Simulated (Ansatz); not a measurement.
The first iterations of a band of BClFH + H2 (6 atoms, charge 0, multiplicity 1).

All numbers below come from RKS PBE0-D4/cc-pVDZ (Ansatz).

```yaml
movable_images: 9
climbing_image: yes
spring: 5.0 eV/Å²
optimiser: fire
start_path: through a guess of the saddle point
force_threshold: 0.03 eV/Å
iteration_limit: 60
end_points: relaxed
largest_step: 0.02 Å
```

First end point:

```xyz
6
Properties=species:S:1:pos:R:3
B 0.017 -0.487 -0.039
F 0.034 -0.886 1.223
Cl 1.516 -0.518 -0.944
H -1.005 -0.126 -0.552
H 0.389 2.396 0.786
H 0.197 2.085 1.455
```

Last end point:

```xyz
6
Properties=species:S:1:pos:R:3
B -0.064 0.592 -0.244
F -0.061 0.344 1.699
Cl 1.589 -0.091 -0.506
H -0.977 -0.145 -0.492
H -0.139 1.789 -0.246
H 0.801 -0.025 1.719
```

| iteration | highest image above the first end (eV) | largest band force component (eV/Å) |
| --- | --- | --- |
| 1 | 5.637 | 38.024 |
| 2 | 4.227 | 26.723 |
| 3 | 3.233 | 18.155 |
| 4 | 2.949 | 11.743 |
| 5 | 2.891 | 7.026 |
| 6 | 2.806 | 3.868 |
| 7 | 2.671 | 3.307 |
| 8 | 2.530 | 2.741 |
| 9 | 2.390 | 2.246 |
| 10 | 2.260 | 1.970 |
| 11 | 2.139 | 1.696 |
| 12 | 2.027 | 1.416 |
| 13 | 1.924 | 1.295 |
| 14 | 1.841 | 1.149 |
| 15 | 1.773 | 0.996 |
| 16 | 1.736 | 0.854 |
| 17 | 1.696 | 0.674 |
| 18 | 1.679 | 0.606 |
| 19 | 1.653 | 0.532 |

Question: Does the band converge within its limit, and where does its top end?

Answer: It converged. It ended after 58 iterations with the highest image 1.714 eV above the first end. Another band between the same ends (9 images) ends at a top of the same energy, where a vibrational analysis finds 1 clearly imaginary mode. The orbitals stay closed-shell, which can raise the energy where a bond breaks towards radicals; this wasn't checked here.

Time of the run: 14 min on 1 thread of Arm Neoverse V1, with other jobs on the host, peak memory 0.12 GiB.
